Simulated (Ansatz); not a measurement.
## Ansatz (development build ahead of 0.2.0) run

```yaml
crystal:
  periodic: [false, false, false]
  atoms:
    - { symbol: C, position_ang: [0.0, 0.0, 0.0] }
    - { symbol: H, position_ang: [0.0, 1.0395, 0.441] }
    - { symbol: H, position_ang: [0.0, -0.99, 0.42] }
basis:
  gaussian: { orbitals: STO-3G }
magnetization:
  spin_polarized: true
  initial_magnetization: 2
hamiltonian:
  xc: hf
correlation:
  method: ccsd_t
  frozen_orbitals: { C: 1, H: 0 }
```

The input is written out in the form of the current development build from the run's settings.

The run gave:

* Converged: yes
* Reference energy: -38.43278 hartree
* CCSD correlation energy: -0.03899 hartree
* Triples correction: -0.00011 hartree
* Total energy: -38.47188 hartree
* Spin squared of the determinant: 2.020
